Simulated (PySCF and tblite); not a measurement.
Results of a calculation; reference values are marked as such.
C5H8, numbered as in [CH2:1]=[CH:2][CH:3]1[CH2:4][CH2:5]1.

The ensemble was built from 60 distance-geometry starts (ETKDG and KDG, MMFF94s, GFN2-xTB) and rests on PBE0-D3(BJ)/def2-SVP geometries. Free energies are PBE0-D3(BJ)/pcSseg-1 (IEF-PCM, chloroform) single points with GFN2-xTB rigid-rotor and vibrational terms (modes under about 100 cm⁻¹ blended into free rotors). Symmetry numbers and mirror images are counted. Conformers within 3 kcal/mol (GFN2-xTB free energy) were kept, 4 at most. Of two unlike H on one atom, a is the less shielded (PBE0/pcSseg-1 (IEF-PCM, chloroform)). Codes: tblite and PySCF.

An NOE distance is ⟨r⁻⁶⟩^(−1/6) over all pairs of like atoms and, for the average, over conformers.

Torsions listed: C1–C2–C3–C4.

| conformer | shape | weight % |
| --- | --- | --- |
| 1 | -145° | 97.3 |
| 2 | 35° | 2.7 |

Q: Which H–H contacts under 3.5 Å would NOEs report (pairs on one atom left out) at 298.15 K?

A: 
```
          pair  in 1 (Å)  in 2 (Å)  average (Å)
    H1b ··· H2      2.44      2.42         2.44
H3 ··· H4a/H5a      2.50      2.49         2.50
    H1a ··· H3      2.52      3.88         2.53
H2 ··· H4b/H5b      2.60      3.75         2.61
     H2 ··· H3      3.12      2.40         3.07
    H1a ··· H2      3.09      3.09         3.09
H3 ··· H4b/H5b      3.11      3.10         3.11
```

Longer pairs under the limit may be missing.

Q: In a model where alignment follows shape alone (order matrix 0.002 × (3G/tr G − 1)/2, G the second moments of the atom positions; splitting J + 2D), what are the one-bond C–H dipolar couplings D?

A: H1b -12.2 Hz (-12.0 in conformer 1), H1a 10.1 Hz (10.3 in conformer 1), H2 10.4 Hz (10.6 in conformer 1), H3 10.3 Hz (10.6 in conformer 1), H4b/H5b 11.3 Hz (11.6 in conformer 1), H4a/H5a 0.2 Hz (0.5 in conformer 1).
